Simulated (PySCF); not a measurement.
disilane (H6Si2), SMILES [SiH3][SiH3].

Coordinates come from a TPSSh-D3(BJ)/def2-TZVP optimisation.

Two levels are set side by side: PBE/def2-TZVPD (PySCF) and r2SCAN/def2-TZVPD (PySCF). Same geometry, gas phase. Differences are taken from unrounded values.

| quantity | r2SCAN |
|---|---|
| orbital gap (eV) | 7.21 |
| highest occupied level (eV) | -7.53 |
| lowest empty level (eV) | -0.32 |
| mean polarisability (bohr³) | 62.4 |

Problem. What does PBE give, and how far is it from r2SCAN? (Estimate from the structure and the level; the computed values follow.)

Solution. 
```
quantity                       PBE  PBE minus r2SCAN
---------------------------  -----  ----------------
orbital gap (eV)              6.65             -0.56
highest occupied level (eV)  -7.27              0.25
lowest empty level (eV)      -0.63             -0.31
mean polarisability (bohr³)   64.7               2.3
```

Rough cost on one machine, each run with all the roots and properties that it gave: r2SCAN against PBE about 4 times.
